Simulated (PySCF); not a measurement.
A structure optimised at PBE0-D3(BJ)/def2-TZVP, used in a PySCF frequency run:

```
C
O 1 1.3560
H 1 1.1080 2 107.10
H 1 1.1080 3 102.38 2 112.49
C 1 1.5152 3 111.66 4 119.59
H 5 1.0916 1 110.44 3 63.19
H 5 1.0916 6 108.22 1 -121.01
H 5 1.0930 6 108.41 7 -117.38
```
Charge 0, spin multiplicity 2.

Problem. Write its SMILES, formula and point group.

Solution. CC[O], C2H5O, Cs

Problem. What are its rotational constants (standard atomic weights)?

Solution. 40.174, 9.6424, 8.5901 GHz
